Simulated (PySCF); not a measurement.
Compound: C4H6N2.
Z-matrix (Å and degrees, PBE0-D3(BJ)/def2-SVP geometry), rows numbered from 1:
```
C 
N   1  1.4394
C   2  1.3726  1  126.74
C   3  1.3755  2  105.47  1  -178.77
N   4  1.3652  3  110.46  2     0.07
C   5  1.3093  4  105.26  3     0.03
H   1  1.1011  2  111.33  3    66.96
H   1  1.1000  2  110.79  3   -54.21
H   1  1.0978  2  109.14  3  -173.36
H   3  1.0875  2  122.04  1     1.36
H   4  1.0896  3  127.68  2  -179.78
H   6  1.0911  2  121.57  1    -1.37
```

The closed-shell ground state was solved at several levels (PySCF, density fitting, gas phase, non-relativistic).

```csv
level,basis functions,total energy (Eh),HOMO (eV),LUMO (eV),gap (eV),dipole (D)
HF/pcSseg-2,300,-263.9317,-8.59,2.33,10.92,4.22
BP86/pcSseg-2,300,-265.6343,-5.66,-0.57,5.09,4.08
LDA/pcSseg-2,300,-263.3227,-5.78,-0.73,5.05,4.17
OPBE/pcSseg-2,300,-265.5151,-5.51,-0.40,5.11,3.99
PBE/pcSseg-2,300,-265.3038,-5.57,-0.52,5.05,4.06
```

What might BLYP/pcSseg-2 (300 basis functions) give for the same quantities?

Total energy -265.5336 Eh, HOMO -5.42 eV, LUMO -0.43 eV, gap 4.99 eV, dipole 4.06 D.

Over all these levels, which gives the widest orbital gap and which the narrowest?

HF/pcSseg-2 (Hartree–Fock, all exact exchange) has the widest, 10.92 eV, and BLYP/pcSseg-2 (GGA) the narrowest, 4.99 eV. From the narrowest to the widest the HOMO moves by -3.17 eV and the LUMO by +2.76 eV.

How far do the dipole and the HOMO energy spread over the levels?

The dipole runs from 3.99 to 4.22 D (mean 4.10 D) and the HOMO from -8.59 to -5.42 eV.
